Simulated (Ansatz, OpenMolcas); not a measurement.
**How basis sets differ on AlH (SMILES [AlH])**

AlH has 2 atoms, charge 0, and is taken as a singlet. As SMILES, `[AlH]`. Geometry: relaxed at PBE0-D4/def2-TZVP.

```jsonl
{"atom": "Al", "x (Å)": "0.0000", "y (Å)": "0.0000", "z (Å)": "-0.0256"}
{"atom": "H", "x (Å)": "0.0000", "y (Å)": "0.0000", "z (Å)": "1.6391"}
```

Each level gives the energy change with the Al1–H2 bond stretched from 1.665 to 2.497 Å (eV). The values are calculated.

```
                         level  kind     program  value (eV)
      SVWN5/3-21G (restricted)   LDA  OpenMolcas        1.11
     SVWN5/6-311G (restricted)   LDA  OpenMolcas        1.05
    SVWN5/cc-pVTZ (restricted)   LDA      Ansatz        1.20
SVWN5/def2-TZVPPD (restricted)   LDA  OpenMolcas        1.21
```

The first shape isn't each level's own minimum. The values span 1.05 to 1.21 eV.
